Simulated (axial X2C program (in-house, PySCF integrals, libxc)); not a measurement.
Working with the constants of BS

A bond curve at the PBE0 level, two-component, was computed with an axial X2C code built on PySCF integrals (basis S dyall-av3z [9s8p3d2f], B dyall-v3z [7s6p2d1f] (cores contracted in-house)) for the state Ω = 1/2 (⟨Sz⟩ = 0.50, ⟨Lz⟩ = 0.00 at PBE0). Its fit gives Re = 1.6097 Å, ωe = 1199.6 cm⁻¹, ωexe = 5.88 cm⁻¹ and αe = 5.490e-03 cm⁻¹; the masses are 31.9721 and 11.0093 u. Two-component means X2C with spin–orbit coupling and atomic mean-field Coulomb and Gaunt terms.

Task: Find the reduced mass, Be and the force constant.

Result: From the PBE0 values: μ = 8.1894 u. Be = 16.8576/(μ Re²) = 0.7944 cm⁻¹. k = 5.8918×10⁻⁷ μ ωe² = 6.94 mdyn/Å.

Task: A Morse curve ties αe to the other constants (Pekeris). How well does that hold?

Result: αe(Morse) = 6Be²/ωe × (√(ωexe/Be) − 1) = 5.431e-03 cm⁻¹; the PBE0 curve gives 5.490e-03 cm⁻¹, a ratio of 0.99.

Task: Estimate the centrifugal constant by the Kratzer relation.

Result: D = 4Be³/ωe² = 1.39e-06 cm⁻¹.

Task: The dipole moment p changes by 2.93 D/Å at Re. What harmonic infrared intensity follows?

Result: I = 42.256 × (dp/dR)²/μ = 44 km/mol.

Task: Where do the fundamental and the first overtone lie?

Result: ν(1←0) = ωe − 2ωexe = 1187.8 cm⁻¹; ν(2←0) = 2ωe − 6ωexe = 2363.9 cm⁻¹.

One determinant describes the state; a PBE0 search over occupations chose it and may have missed a lower one. Density functionals use the spin component along the axis (collinear).
